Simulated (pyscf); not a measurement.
Structures and frequencies: ωB97X-D3(BJ)/def2-SVP in PySCF.

Task: For H₃C–AlH–CH₃ + NH₃ -> H₃C–Al(CH₃)–NH₂ + H₂, a four-centre exchange (singlet surface; Al–H, H–N broken, Al–N, H–H formed), PBE/def2-TZVP gives ΔE‡ = -2.3 kcal/mol and ΔE = -18.3 kcal/mol (zero: the separated reactants). In which direction and how far do r²SCAN/def2-TZVP, PBE0-D3(BJ)/def2-TZVP, ωB97M-D3(BJ)/def2-TZVP move these?

Result: r²SCAN: ΔE‡ = -3.5 kcal/mol, ΔE = -20.5 kcal/mol; PBE0-D3(BJ): ΔE‡ = -1.9 kcal/mol, ΔE = -18.3 kcal/mol; ωB97M-D3(BJ): ΔE‡ = 1.4 kcal/mol, ΔE = -19.0 kcal/mol. PBE's barrier lies among them. Its reaction energy matches one of them and lies within 2.2 kcal/mol of the others. On the reactant side the descent ends in an adduct with a Al–N contact (not fully relaxed), 29.0 kcal/mol under the separated species and 29.2 kcal/mol under the saddle at ωB97X-D3(BJ)/def2-TZVP. At PBE, r²SCAN, PBE0-D3(BJ) the saddle lies under the separated reactants, which points to a path from their complex (located at ωB97X-D3(BJ) alone). What is counted as formed (Al–N) is already present as a longer contact in the reactant adduct; forming that adduct is a step of its own. At the saddle there is also a short Al–H contact that neither side keeps. This is the saddle that the search found; another between the same sides may lie lower.
